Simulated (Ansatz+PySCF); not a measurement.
Values are calculated unless marked as measured or tabulated.
Several solutions for singlet LiF

```json
{"atom": "Li", "x (Å)": "0.0000", "y (Å)": "0.0000", "z (Å)": "-2.1256"}
{"atom": "F", "x (Å)": "0.0000", "y (Å)": "0.0000", "z (Å)": "0.7085"}
```

Basis set: STO-3G (spherical functions). Charge 0, multiplicity 1.

PBE0 (unrestricted) was run from several starts with Ansatz (development build ahead of 0.2.0) and PySCF 2.14.0.

```tsv
run	program	start	converged	energy (hartree)	<S²>
A	Ansatz	atomic start, no search	yes	-105.54999	0.00
B	PySCF	program defaults	yes	-105.54994	0.00
C	Ansatz	stability test followed	yes	-105.57282	0.82
D	Ansatz	stability test followed	yes	-105.57281	0.82
E	Ansatz	search for the lowest state	yes	-105.57282	0.82
F	Ansatz	search for the lowest state	yes	-105.57281	0.82
```

Question: Which runs reached the lowest solution of this kind, and what is wrong with the others?

Answer: C, D, E, F reached the lowest solution found. Converged but too high: A by 0.62 eV, B by 0.62 eV. Convergence only shows a stationary point, and even a stable one can lie too high; stability tests and further starts are what find lower ones. Caution: the unrestricted determinant is a mixture of spin states.
